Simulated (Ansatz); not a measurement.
Species: SO₂, charge 1, doublet. SO2+ (parent SMILES O=S=O, doublet).
B3LYP-D3(BJ)/def2-TZVP minimum from Ansatz (a quantum-chemistry and plane-wave program):
```
S
O 1 1.4268
O 1 1.4268 2 131.90
```
Charge +1, spin multiplicity 2.

Total energies in aug-cc-pV(D+d)Z, 17 correlated electrons, 7 frozen orbitals. Open shells are spin-unrestricted; no spin-orbit coupling. Cores are frozen in correlated methods. No relativity. The UHF reference of O2S+ (parent SMILES O=S=O, doublet) is spin-contaminated (<S^2> up to 0.05 over the pure value in the sets run). The determinant of O2S+ (parent SMILES O=S=O, doublet) is a saddle point of the SCF energy; a lower one exists, which strains HF and MP2.

```json
[
 {"method": "HF", "program": "Ansatz", "energy (Eh)": "-546.79835", "minus CCSDT(Q) (mEh)": "577.34"},
 {"method": "MP2", "program": "Ansatz", "energy (Eh)": "-547.34740", "minus CCSDT(Q) (mEh)": "28.30"},
 {"method": "CCSD", "program": "Ansatz", "energy (Eh)": "-547.34182", "minus CCSDT(Q) (mEh)": "33.88"},
 {"method": "CCSD(T)", "program": "Ansatz", "energy (Eh)": "-547.37056", "minus CCSDT(Q) (mEh)": "5.14"},
 {"method": "CCSDT(Q)", "program": "Ansatz", "energy (Eh)": "-547.37570", "minus CCSDT(Q) (mEh)": "0.00"}
]
```

Rough core times of Ansatz's runs on a shared machine: CCSD(T) 60 s, CCSDT(Q) 20 min.
